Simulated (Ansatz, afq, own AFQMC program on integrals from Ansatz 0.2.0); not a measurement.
# Where AFQMC and coupled cluster stand for SiH₃, doublet

```yaml
atoms:
  - { symbol: Si, position_ang: [0.0002, -0.0001, -0.1045] }
  - { symbol: H, position_ang: [3.3827, 0.0349, 0.9778] }
  - { symbol: H, position_ang: [-1.7233, 2.9158, 0.9632] }
  - { symbol: H, position_ang: [-1.6653, -2.9466, 0.9717] }
```

Basis 6-31G. Only valence electrons are correlated. Ansatz 0.2.0 and our own AFQMC program on the same integrals; the CISD trial comes from CCSD amplitudes, and released means the phaseless constraint is let go. Error bars are statistical, one sigma.

Determinant: UHF, the one that the program's search chose, which needn't be the lowest solution. The geometry is a point of a scan.

Full CI on the same integrals is exact in this basis and with this determinant's frozen core.

Cautions: unrestricted determinant spin contaminated (⟨S²⟩ 2.69 against 0.75); the released energies are still falling, so no released level is given (meV from the phaseless value at times in 1/Eh: -2 ± 3 at 0.24, -6.6 ± 2.4 at 0.51, -12.4 ± 1.6 at 0.99, -16.5 ± 1.9 at 1.62, -17.9 ± 1.7 at 2.40); the next higher spin lies close (full CI puts it 117 meV above); walk and cluster series may follow different spin states.

The T1 diagnostic is 0.0278. The weight of the determinant in the CISD state is 0.840. The ⟨S²⟩ of the determinant is 2.687 and the size of the correlated space is 7 electrons in 14 orbitals.

```csv
level,correlation energy (eV)
MP2,-0.4151
CCSD,-0.7172
CCSD(T),-0.7324
```

Task: Estimate where phaseless AFQMC with a CISD trial lies against CCSD(T) on the same integrals.

Result: 0.78 ± 0.06 kcal/mol below CCSD(T).

Reference: full CI, correlation energy -0.788 eV. The cautions show a poor starting determinant, so the rows tell how each method copes with it here, and full CI is the sure value.

| level | E − E(reference) (kcal/mol) | share of correlation (%) |
| --- | --- | --- |
| CCSD(T) | 1.28 | 92.94 |
| CCSDT | 0.64 | 96.48 |
| CCSDT(Q) | 0.60 | 96.71 |
| CCSDTQ | 0.34 | 98.14 |
| ph-AFQMC/CISD | 0.50 ± 0.06 | 97.24 |

CCSDT and higher add their correlation energy to the determinant of the CCSD(T) run, since their own runs factorise the integrals more tightly (a shift of under 2 meV). A walk keeps the symmetry of its determinant, which the program's search chose and which needn't be the lowest solution, so a lower state of the same spin and another symmetry isn't excluded.
